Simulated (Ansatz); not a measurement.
# CH6NSi+ (SMILES N[CH+][SiH3]): one structure at several levels

How do the functionals fare away from a minimum? The structure is a structure displaced at random from a GFN2-xTB minimum.

Method: single points in def2-TZVPP; program: Ansatz 0.2.0, Gaussian basis.

Correlated methods freeze the cores.

**1. Starting geometry**

SMILES `N[CH+][SiH3]`, 9 atoms, charge 1, spin multiplicity 1.

Atoms are counted from 1 here; the program's logs count them from 0.

Bond lengths: N1–C2 1.182 Å, N1–H4 1.025 Å, N1–H5 1.185 Å, C2–Si3 1.891 Å, C2–H6 1.079 Å, Si3–H7 1.392 Å, Si3–H8 1.430 Å, Si3–H9 1.699 Å. Angles: C2–N1–H4 144.5°, C2–N1–H5 114.2°, H4–N1–H5 101.2°, N1–C2–Si3 121.4°, N1–C2–H6 122.7°, Si3–C2–H6 112.0°, C2–Si3–H7 106.8°, C2–Si3–H8 97.7°, C2–Si3–H9 100.9°, H7–Si3–H8 103.4°, H7–Si3–H9 129.6°, H8–Si3–H9 113.7°.

Geometry (Å):

```csv
atom,x (Å),y (Å),z (Å)
N1,-0.6170,0.5202,-1.0049
C2,-0.1074,0.5870,0.0596
Si3,0.6594,-0.9336,0.8809
H4,-0.9971,-0.1195,-1.7102
H5,-0.7991,1.5703,-1.5238
H6,0.2943,1.5063,0.4565
H7,1.9619,-1.0371,0.3997
H8,-0.0487,-1.9295,0.1377
H9,0.1068,-0.7496,2.4772
```

**2. CCSD(T)/def2-TZVPP**

The input, run/in.yaml:

```yaml
crystal:
  periodic: [false, false, false]
  atoms:
    - {symbol: N, position_ang: [-0.617000, 0.520200, -1.004900]}
    - {symbol: C, position_ang: [-0.107400, 0.587000, 0.059600]}
    - {symbol: Si, position_ang: [0.659400, -0.933600, 0.880900]}
    - {symbol: H, position_ang: [-0.997100, -0.119500, -1.710200]}
    - {symbol: H, position_ang: [-0.799100, 1.570300, -1.523800]}
    - {symbol: H, position_ang: [0.294300, 1.506300, 0.456500]}
    - {symbol: H, position_ang: [1.961900, -1.037100, 0.399700]}
    - {symbol: H, position_ang: [-0.048700, -1.929500, 0.137700]}
    - {symbol: H, position_ang: [0.106800, -0.749600, 2.477200]}
basis:
  gaussian: {orbitals: def2-TZVPP}
total_charge: 1
correlation: {method: ccsd_t}
output: {forces: true}
```

The command line of these runs was not kept.

**3. PBE0-D4/def2-TZVPP**

run/in.yaml, as its differences from that of step 2:

```diff
@@ -15,3 +15,3 @@
 total_charge: 1
-correlation: {method: ccsd_t}
-output: {forces: true}
+hamiltonian: {xc: pbe0, dispersion: d4}
+output: {forces: true, orbitals: {seedname: orbitals}}
```

**4. wB97M-V/def2-TZVPP**

run/in.yaml, as its differences from that of step 3:

```diff
@@ -15,3 +15,3 @@
 total_charge: 1
-hamiltonian: {xc: pbe0, dispersion: d4}
-output: {forces: true, orbitals: {seedname: orbitals}}
+hamiltonian: {xc: {name: wB97M-V}}
+output: {forces: true}
```

**5. r2SCAN-D4/def2-TZVPP**

run/in.yaml, as its differences from that of step 4:

```diff
@@ -15,3 +15,3 @@
 total_charge: 1
-hamiltonian: {xc: {name: wB97M-V}}
+hamiltonian: {xc: r2scan, dispersion: d4}
 output: {forces: true}
```

**6. PBE-D4/def2-TZVPP**

run/in.yaml, as its differences from that of step 5:

```diff
@@ -15,3 +15,3 @@
 total_charge: 1
-hamiltonian: {xc: r2scan, dispersion: d4}
+hamiltonian: {xc: pbe, dispersion: d4}
 output: {forces: true}
```

**7. B97M-V/def2-TZVPP**

run/in.yaml, as its differences from that of step 6:

```diff
@@ -15,3 +15,3 @@
 total_charge: 1
-hamiltonian: {xc: pbe, dispersion: d4}
+hamiltonian: {xc: {name: B97M-V}}
 output: {forces: true}
```

**8. BHLYP-D4/def2-TZVPP**

run/in.yaml, as its differences from that of step 7:

```diff
@@ -15,3 +15,3 @@
 total_charge: 1
-hamiltonian: {xc: {name: B97M-V}}
+hamiltonian: {xc: {name: BHLYP}, dispersion: d4}
 output: {forces: true}
```

(Steps that only read results are left out.)

**Question.** What will these runs give? Wanted: energy less free atoms, CCSD(T)/def2-TZVPP; RMS force component; RMS force error; HOMO and LUMO, PBE0-D4; T1 diagnostic.

**Answer**, as computed:

| quantity | value |
| --- | --- |
| energy less free atoms, CCSD(T)/def2-TZVPP | -490.1 kcal/mol |
| RMS force component | 3.162 to 3.388 eV/Å over the methods |
| RMS force error | PBE0-D4 0.261, wB97M-V 0.193, r2SCAN-D4 0.232, PBE-D4 0.263, B97M-V 0.279, BHLYP-D4 0.335 eV/Å |
| HOMO and LUMO, PBE0-D4 | -14.24 and -7.45 eV |
| T1 diagnostic | 0.013 |

Against CCSD(T) the functionals' energies less atoms differ by -30.3 to -6.2 kcal/mol, PBE-D4 by -30.3 kcal/mol. The reference is not at the basis limit: in triple zeta CCSD(T) underbinds, which counts against methods that bind more; the gaps are no ranking. For forces wB97M-V does best and BHLYP-D4 worst. Frozen-core CCSD(T) forces in triple zeta carry basis errors of their own, and this is one geometry, so small gaps rank nothing.
